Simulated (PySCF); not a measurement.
PySCF input (B3PW91/6-31G* (5d)):

```python
from pyscf import gto, dft

mol = gto.M(
    atom='''
    O     0.32344914    1.28933772    0.33469062
    C    -0.06628347    0.13205167    0.02906921
    N     0.99352240   -0.76892505   -0.43544358
    C    -1.34549177   -0.39777089    0.05614525
    H     0.80714627   -1.72470693   -0.15261941
    H    -1.55170757   -1.39883087   -0.30543238
    H    -2.18037315    0.23739520    0.32008866
    H     1.85333598   -0.45176843   -0.00274350
    ''',
    basis='6-31g*',
    charge=-1,
    spin=0,
    verbose=4,
)

mf = dft.RKS(mol, xc='b3pw91')
mf.grids.level = 3
mf.conv_tol = 1e-9
mf.max_cycle = 100
mf.max_memory = 1500
mf.kernel()
if not mf.converged:
    mf = mf.newton()
    mf.kernel(mf.make_rdm1())
mf.dip_moment()
```

Output:

```
PySCF version 2.14.0

[INPUT] verbose = 4
[INPUT] num. atoms = 8
[INPUT] num. electrons = 32
[INPUT] charge = -1
[INPUT] spin (= nelec alpha-beta = 2S) = 0
[INPUT] symmetry False subgroup None
[INPUT] Mole.unit = angstrom
[INPUT] Symbol           X                Y                Z      unit          X                Y                Z       unit  Magmom
[INPUT]  1 O      0.323449140000   1.289337720000   0.334690620000 AA    0.611230289826   2.436495172871   0.632473608261 Bohr   0.0
[INPUT]  2 C     -0.066283470000   0.132051670000   0.029069210000 AA   -0.125257604886   0.249541490591   0.054932845557 Bohr   0.0
[INPUT]  3 N      0.993522400000  -0.768925050000  -0.435443580000 AA    1.877485234621  -1.453057754817  -0.822869108900 Bohr   0.0
[INPUT]  4 C     -1.345491770000  -0.397770890000   0.056145250000 AA   -2.542610948156  -0.751678042424   0.106099145695 Bohr   0.0
[INPUT]  5 H      0.807146270000  -1.724706930000  -0.152619410000 AA    1.525285392764  -3.259223742839  -0.288408886193 Bohr   0.0
[INPUT]  6 H     -1.551707570000  -1.398830870000  -0.305432380000 AA   -2.932302332714  -2.643407238887  -0.577183547774 Bohr   0.0
[INPUT]  7 H     -2.180373150000   0.237395200000   0.320088660000 AA   -4.120308102855   0.448611911286   0.604879902979 Bohr   0.0
[INPUT]  8 H      1.853335980000  -0.451768430000  -0.002743500000 AA    3.502297419002  -0.853718604425  -0.005184463623 Bohr   0.0

nuclear repulsion = 113.052686967279
number of shells = 32
number of NR pGTOs = 124
number of NR cGTOs = 64
basis = 6-31g*
ecp = {}

******** <class 'pyscf.dft.rks.RKS'> ********
method = RKS
initial guess = minao
damping factor = 0
level_shift factor = 0
DIIS = <class 'pyscf.scf.diis.CDIIS'>
diis_start_cycle = 1
diis_space = 8
diis_damp = 0
SCF conv_tol = 1e-09
SCF conv_tol_grad = None
SCF max_cycles = 100
direct_scf = True
direct_scf_tol = 1e-13
XC library pyscf.dft.libxc version 7.1.2
    S. Lehtola, C. Steigemann, M. J. T. Oliveira, and M. A. L. Marques,  SoftwareX 7, 1–5 (2018)
XC functionals = b3pw91
    A. D. Becke,  J. Chem. Phys. 98, 5648 (1993)
radial grids:
    Treutler-Ahlrichs [JCP 102, 346 (1995); DOI:10.1063/1.469408] (M4) radial grids

becke partition: Becke, JCP 88, 2547 (1988); DOI:10.1063/1.454033
pruning grids: <function nwchem_prune>
grids dens level: 3
symmetrized grids: False
atomic radii adjust function: <function treutler_atomic_radii_adjust>
small_rho_cutoff = 0
Set gradient conv threshold to 3.16228e-05
Initial guess from minao.
tot grids = 95456
init E= -208.805153496895
  HOMO = -0.249164774938802  LUMO = -0.0163134956771183  gap/eV = 6.33621
cycle= 1 E= -208.291669486576  delta_E= 0.513  |g|= 0.947  |ddm|= 2.73
  HOMO = 0.225385697797112  LUMO = 0.299791882991987  gap/eV = 2.02470
cycle= 2 E= -207.691290530772  delta_E=  0.6  |g|= 1.89  |ddm|= 4.71
  HOMO = 0.09105731544425  LUMO = 0.295782077192413  gap/eV = 5.57084
cycle= 3 E= -208.455348823454  delta_E= -0.764  |g|= 0.372  |ddm|= 4.07
  HOMO = 0.0493825228208649  LUMO = 0.278191401592429  gap/eV = 6.22621
cycle= 4 E= -208.487155581883  delta_E= -0.0318  |g|= 0.0979  |ddm|= 0.45
  HOMO = 0.0573818121009966  LUMO = 0.278229081238385  gap/eV = 6.00956
cycle= 5 E= -208.489235721798  delta_E= -0.00208  |g|= 0.0296  |ddm|= 0.099
  HOMO = 0.0584641168951818  LUMO = 0.280441578907341  gap/eV = 6.04031
cycle= 6 E= -208.489434771433  delta_E= -0.000199  |g|= 0.00862  |ddm|= 0.0343
  HOMO = 0.0585966010181509  LUMO = 0.280588792753133  gap/eV = 6.04072
cycle= 7 E= -208.4894536931  delta_E= -1.89e-05  |g|= 0.0022  |ddm|= 0.0121
  HOMO = 0.0583584966133999  LUMO = 0.280664743617878  gap/eV = 6.04926
cycle= 8 E= -208.489454746721  delta_E= -1.05e-06  |g|= 0.000529  |ddm|= 0.00261
  HOMO = 0.0583989775660489  LUMO = 0.280633271477407  gap/eV = 6.04730
cycle= 9 E= -208.489454816013  delta_E= -6.93e-08  |g|= 7.29e-05  |ddm|= 0.000705
  HOMO = 0.0583947836466909  LUMO = 0.280633726902889  gap/eV = 6.04743
cycle= 10 E= -208.48945481755  delta_E= -1.54e-09  |g|= 1.01e-05  |ddm|= 0.000166
  HOMO = 0.0583958327592802  LUMO = 0.280634056850238  gap/eV = 6.04741
cycle= 11 E= -208.489454817579  delta_E= -2.92e-11  |g|= 2.18e-06  |ddm|= 1.92e-05
  HOMO = 0.0583958242077243  LUMO = 0.280633914738702  gap/eV = 6.04741
Extra cycle  E= -208.489454817581  delta_E= -1.88e-12  |g|= 3.11e-06  |ddm|= 9.18e-06
converged SCF energy = -208.489454817581

WARN: System has nonzero charge -1; the dipole moment is origin-dependent.
Location of origin: [0. 0. 0.]

Dipole moment(X, Y, Z, Debye):  1.64300, -2.61995,  0.30999
```

The dipole moment of an ion depends on the origin.
